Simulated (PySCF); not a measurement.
Compound: C₆H₄.
SMILES: `C#CC(=C)C#C`

Method: MP2 and CCSD/aug-cc-pVDZ in PySCF, restricted Hartree–Fock reference, 6 core orbitals frozen, non-relativistic, gas phase, PBE0-D3(BJ)/def2-SVP geometry.

E(HF) = -229.40167 Eh.

**Question.** How large is the problem?

**Answer.** 174 basis functions and 40 electrons; 6 orbitals frozen, which leaves o = 14 correlated occupied and v = 154 virtual orbitals. That is o·v = 2156 singles and o·v(o·v + 1)/2 = 2325246 distinct closed-shell doubles amplitudes before symmetry; the costliest CCSD step grows as o²v⁴ = 1.1 × 10^11.

**Question.** What are the MP2 and CCSD correlation energies?

**Answer.** MP2 -0.7838 Eh and CCSD -0.8159 Eh, which gives totals of -230.18545 and -230.21760 Eh. That is 0.793 eV for each correlated electron at CCSD (2142 kJ/mol in all, 0.354 % of the total energy); MP2 gives 96.1 % of the CCSD value.

**Question.** What is the T1 diagnostic?

**Answer.** 0.0124, below the customary warning level of 0.02. It is the norm of the spatial-orbital singles amplitudes over the root of the number of correlated electrons, so the norm is 0.066.

**Question.** How does correlation change the dipole moment?

**Answer.** HF gives 0.61 D and CCSD (unrelaxed density) 0.34 D, a change of -0.27 D.

No triples correction and no basis-set extrapolation were made.

The job also held the EOM ionisation roots. Time: 9.2 min wall. Hardware: one thread of an Arm Neoverse V1, no GPU (shared host).
